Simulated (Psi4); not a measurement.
Psi4 input (wB97X-D/6-311+G**):

```
memory 1500 MB

molecule {
0 2
C     0.00521638   -0.17027709   -0.33328643
C    -0.01052946    0.18692732    0.99931659
F     1.10857734   -0.14681244   -1.04645536
F    -1.08739666   -0.18149448   -1.06310615
N    -0.02267823    0.40783727    2.14141037
symmetry c1
no_reorient
no_com
}

set {
  basis 6-311+G**
  reference uks
  scf_type pk
  dft_radial_points 99
  dft_spherical_points 590
  e_convergence 1e-8
  d_convergence 1e-7
  maxiter 150
}

e = energy('wb97x-d')
print_out(f'\nFINAL {e:.10f} DIPOLE {variable("CURRENT DIPOLE")[0]:.6f} {variable("CURRENT DIPOLE")[1]:.6f} {variable("CURRENT DIPOLE")[2]:.6f}\n')
```

Task: Predict the final energy.

Result: -330.54241 Eh.
